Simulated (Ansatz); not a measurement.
**Si2H4F radical: a rigid scan of the bond length Si3–H7**

Aim: the energy along the bond length Si3–H7, from CCSD(T) and from cheaper methods, relative to the minimum. All other internal coordinates keep their values.

Method: single points in def2-TZVPP; program: Ansatz 0.2.0, Gaussian basis.

Levels: PBE-D4, r2SCAN-D4, PBE0-D4, B3LYP-D4, wB97M-V, Hartree-Fock, MP2, CCSD, CCSD(T). The scan takes 1.307, 1.359, 1.434, 1.523, 1.621, 1.726, 1.838, 1.956, 2.079 Å.

Correlated methods freeze the cores. Orbitals are unrestricted. B3LYP uses VWN-RPA correlation.

## (1) Where the work starts

The minimum, relaxed at PBE0-D4: 7 atoms, charge 0, spin multiplicity 2.

Atoms are counted from 1 here; the program's logs count them from 0.

Bond lengths: F1–Si2 1.610 Å, Si2–Si3 2.341 Å, Si2–H4 1.493 Å, Si3–H5 1.487 Å, Si3–H6 1.489 Å, Si3–H7 1.485 Å. Angles: F1–Si2–Si3 111.0°, F1–Si2–H4 106.8°, Si3–Si2–H4 114.0°, Si2–Si3–H5 106.5°, Si2–Si3–H6 113.1°, Si2–Si3–H7 109.4°, H5–Si3–H6 109.3°, H5–Si3–H7 109.4°, H6–Si3–H7 109.1°.

As a file:

```xyz
7
charge 0, multiplicity 2
F    -0.43599   -2.00447    1.27692
Si   -0.28448   -1.36162   -0.19174
Si    0.46568    0.85196   -0.06502
H    -1.60611   -1.51644   -0.86905
H     0.54126    1.35242   -1.46371
H    -0.44012    1.73083    0.72501
H     1.82106    0.87922    0.54189
```

Energies of the minimum (eV), from earlier single points: PBE-D4 -18528.21691, r2SCAN-D4 -18536.48602, PBE0-D4 -18529.80661, B3LYP-D4 -18540.52573, wB97M-V -18536.76286, CCSD(T) -18510.48321.

At the minimum the bond length Si3–H7 is 1.485 Å.

## (2) Si3–H7 = 1.307 Å

The input, ccsdt-tzvpp/in.yaml:

```yaml
crystal:
  periodic: [false, false, false]
  atoms:
    - {symbol: F, position_ang: [-0.435991, -2.004466, 1.276922]}
    - {symbol: Si, position_ang: [-0.284485, -1.361622, -0.191744]}
    - {symbol: Si, position_ang: [0.465682, 0.851964, -0.065023]}
    - {symbol: H, position_ang: [-1.606106, -1.516438, -0.869047]}
    - {symbol: H, position_ang: [0.541260, 1.352417, -1.463707]}
    - {symbol: H, position_ang: [-0.440119, 1.730828, 0.725008]}
    - {symbol: H, position_ang: [1.658350, 0.875946, 0.469034]}
basis:
  gaussian: {orbitals: def2-TZVPP}
magnetization: {spin_polarized: true, initial_magnetization: 1}
correlation: {method: ccsd_t}
scf: {omitted_lower_state_checks: [cluster_reference]}
```

The command line of these runs was not kept.

Further steps of the session: Si3–H7 = 1.359 Å; Si3–H7 = 1.434 Å; Si3–H7 = 1.523 Å; Si3–H7 = 1.621 Å; Si3–H7 = 1.726 Å; Si3–H7 = 1.838 Å; Si3–H7 = 1.956 Å; Si3–H7 = 2.079 Å.

**Question.** What will these runs give? Wanted: highest point, CCSD(T); lowest point, CCSD(T); minimum along the scan, CCSD(T); RMS deviation from CCSD(T); largest T1 diagnostic.

**Answer**, as computed:

```
                       quantity                                                                                                                      value
         highest point, CCSD(T)                                                                                                        1.487 eV at 2.079 Å
          lowest point, CCSD(T)                                                                                                        0.000 eV at 1.485 Å
minimum along the scan, CCSD(T)                                                                                                                    1.480 Å
                curvature there                                                                                                                 18.3 eV/Å²
     RMS deviation from CCSD(T)  PBE-D4 0.084, r2SCAN-D4 0.019, PBE0-D4 0.020, B3LYP-D4 0.027, wB97M-V 0.032, Hartree-Fock 0.080, MP2 0.058, CCSD 0.013 eV
          largest T1 diagnostic                                                                                                                      0.019
```

What this shows: A polynomial through the near points puts the CCSD(T) minimum 0.005 Å below the PBE0-D4 value. The well is lopsided: squeezing costs more than stretching by the same length. Curvature against CCSD(T): PBE-D4 -7 %, Hartree-Fock +6 %. CCSD follows the CCSD(T) curve best and PBE-D4 worst.
